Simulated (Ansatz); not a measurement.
A first try at the interaction energy of a dimer with the counterpoise correction of F2, using Ansatz's Python interface.

`f2_dimer.py`
```python
"""Interaction energy of two F2 molecules, with the counterpoise correction."""

import ansatz as az
import numpy as np

FIRST = [
    ("F", (0.0, 0.0, -0.615)),
    ("F", (0.0, 0.0, 0.615)),
]
SECOND = [
    ("F", (-0.8577, 0.9321, 2.6156)),
    ("F", (-1.5459, 1.551, 3.4257)),
]

def energy(atoms, ghosts=()):
    molecule = az.Crystal.molecule()
    for symbol, xyz in atoms:
        molecule = molecule.atom(symbol, xyz)
    calc = (
        molecule.calculation()
        .basis(gaussian="def2-SVP")
        .functional("PBE")
        .kpoints(2, 2, 2)
    )
    deck = calc.input()
    if ghosts:
        deck = deck.set(az.key.basis.gaussian.ghost_atoms, [{"symbol": s, "position_ang": list(xyz)} for s, xyz in ghosts])
    return az.Session.from_dict(deck).plan().execute().report["free_energy_ev"]

# ghost atoms carry the functions of the partner
direction = np.array([-0.3453, 0.3568, 0.868])
print("shift (A)   counterpoise-corrected interaction (kJ/mol)")
for shift in (-0.3, 0.0, 0.4, 1.0, 2.0):
    moved = [(s, tuple(np.round(np.array(xyz) + shift * direction, 4))) for s, xyz in SECOND]
    gain = energy(FIRST + moved) - energy(FIRST, moved) - energy(moved, FIRST)
    print(f"{shift:8.2f} {96.485332 * gain:14.3f}")
```

`python f2_dimer.py` gives:
```text
shift (A)   counterpoise-corrected interaction (kJ/mol)
Traceback (most recent call last):
  File "f2_dimer.py", line 35, in <module>
    gain = energy(FIRST + moved) - energy(FIRST, moved) - energy(moved, FIRST)
           ~~~~~~^^^^^^^^^^^^^^^
  File "f2_dimer.py", line 28, in energy
    return az.Session.from_dict(deck).plan().execute().report["free_energy_ev"]
           ~~~~~~~~~~~~~~~~~~~~^^^^^^
  ...
ansatz.RefusalError: invalid value for `basis.gaussian`: such a run doesn't read kpoints; remove what it names
```
(Library frames cut from the traceback.)

Find the fault and give the corrected script.

The fault: a molecule in a Gaussian basis takes no k-points. The change:

```diff
--- before
+++ after
@@ -22,3 +22,2 @@
         .functional("PBE")
-        .kpoints(2, 2, 2)
     )
```

After the fix:

Output of `python f2_dimer.py`:
```text
shift (A)   counterpoise-corrected interaction (kJ/mol)
   -0.30         24.228
    0.00          5.228
    0.40          0.228
    1.00         -0.090
    2.00          0.009
```

Caveats:
- The dimer is a generated trial pose of unrelaxed monomers, not a minimum, so the figure is no binding energy, and the basis set is small.
- This level lacks the dispersion part of the attraction (electrostatics and induction are there), which can decide the sign where the interaction is weak.
- The spin state was assumed, and another may lie lower.
- Hardware and time: 6.2 s on 1 thread of Arm Neoverse V2, on a shared host, peak memory 0.16 GiB.

(Lines on the test bed's own set-up are left out of the output.)
